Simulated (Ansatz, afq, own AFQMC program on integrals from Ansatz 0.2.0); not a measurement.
# Where AFQMC and coupled cluster stand for AlH$_{3}$O, singlet

```json
{"atom": "Al", "x (Å)": "0.0000", "y (Å)": "0.0000", "z (Å)": "0.5996"}
{"atom": "O", "x (Å)": "0.0000", "y (Å)": "0.0000", "z (Å)": "-1.0564"}
{"atom": "H", "x (Å)": "0.0000", "y (Å)": "1.3868", "z (Å)": "1.3596"}
{"atom": "H", "x (Å)": "0.0000", "y (Å)": "-1.3868", "z (Å)": "1.3596"}
{"atom": "H", "x (Å)": "0.0000", "y (Å)": "0.0000", "z (Å)": "-2.0006"}
```

Connectivity, by distances: AlH2–OH.

Basis cc-pVDZ. Only valence electrons are correlated. Ansatz 0.2.0 and our own AFQMC program on the same integrals; the CISD trial comes from CCSD amplitudes, and released means the phaseless constraint is let go. Error bars are statistical, one sigma.

Determinant: RHF, the one that the program's search chose, which needn't be the lowest solution. The geometry is a PBE0/def2-TZVP stationary point of this or a neighbouring charge and spin state.

No full CI on the walks' own integrals is used here; CCSDT(Q) serves as the reference and is uncertain by about the last step of the cluster series.

The T1 diagnostic is 0.0139, the weight of the determinant in the CISD state is 0.904 and the size of the correlated space is 12 electrons in 41 orbitals.

Reference: CCSDT(Q), correlation energy -7.763 eV. The released energy is read at 1.62 1/Eh, later times being too noisy (meV from the phaseless value at times in 1/Eh: -40 ± 18 at 0.24, -44 ± 15 at 0.51, -55 ± 18 at 0.99, -12 ± 14 at 1.62, -43 ± 27 at 2.40).

| level | E − E(reference) (kJ/mol) | share of correlation (%) |
| --- | --- | --- |
| HF | 749.1 | 0.00 |
| MP2 | 70.6 | 90.58 |
| CCSD | 15.3 | 97.96 |
| CCSD(T) | 2.9 | 99.61 |
| CCSDT | 1.7 | 99.77 |
| ph-AFQMC/HF | -3.8 ± 7.0 | 100.51 |
| ph-AFQMC/CISD | 2.2 ± 1.1 | 99.70 |
| released AFQMC | 1.1 ± 1.4 | 99.85 |

A walk keeps the symmetry of its determinant, which the program's search chose and which needn't be the lowest solution, so a lower state of the same spin and another symmetry isn't excluded. Released energies are given only where the last usable release times agree within the noise; a slower fall can still hide under it.
